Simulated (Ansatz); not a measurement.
Cartesian coordinates in Å:
```
C -0.133 -0.978 0.316
N 0.875 -0.237 0.573
C 0.153 0.756 -0.216
O -0.942 -0.195 -0.438
H -0.388 -1.999 0.581
H 0.628 1.029 -1.159
H -0.194 1.625 0.343
```

The species carries charge 0 and has multiplicity 1.

Problem. List the ωB97M-V/def2-TZVPP orbital energies in eV (Ansatz). (An estimate is asked.)

Solution. The calculation gave: Occupied: -527.29, -394.57, -284.26, -284.08, -34.30, -27.70, -22.75, -18.61, -17.13, -16.82, -16.03, -13.21, -12.67, -10.87, -10.44. Lowest empty: 2.24, 3.18, 3.52, 3.75, 4.75, 4.81, 5.97, 7.02.
